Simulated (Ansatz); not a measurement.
## [PO2]+ (SMILES O=[P+]=O): methods side by side

The species is [PO2]+ (3 atoms), meant as a singlet with charge +1. SMILES: `O=[P+]=O`. The coordinates come from a GFN2-xTB relaxation.

| atom | x (Å) | y (Å) | z (Å) |
| --- | --- | --- | --- |
| O | 0.7923 | 1.0259 | 0.5482 |
| P | 0.0002 | -0.0002 | 0.0003 |
| O | -0.7925 | -1.0257 | -0.5485 |

Each level gives the energy change with the O1–P2 bond stretched from 1.407 to 1.759 Å (eV). The values are calculated.

```
                     level                    kind  program  value (eV)  less FCI/STO-3G
    HF/STO-3G (restricted)            Hartree–Fock   Ansatz       -0.46            +0.07
   PBE/STO-3G (restricted)                     GGA   Ansatz       -0.35            +0.18
revPBE/STO-3G (restricted)                     GGA   Ansatz       -0.42            +0.11
r2SCAN/STO-3G (restricted)                meta-GGA   Ansatz       -0.12            +0.41
  PBE0/STO-3G (restricted)           global hybrid   Ansatz       -0.04            +0.49
 wB97X/STO-3G (restricted)  range-separated hybrid   Ansatz        0.03            +0.56
B2PLYP/STO-3G (restricted)           double hybrid   Ansatz       -0.04            +0.49
  CCSD/STO-3G (restricted)   coupled cluster or CI   Ansatz       -0.47            +0.06
                FCI/STO-3G      exact in the basis   Ansatz       -0.53             0.00
```

FCI/STO-3G is exact within its basis and frozen core, so for wave-function methods in that basis the difference is their error; functionals converge differently with the basis, so for them it is only a difference. The first shape isn't each level's own minimum. The values span -0.53 to 0.03 eV. All rows use very small basis sets, so none should be taken for the real molecule's value.
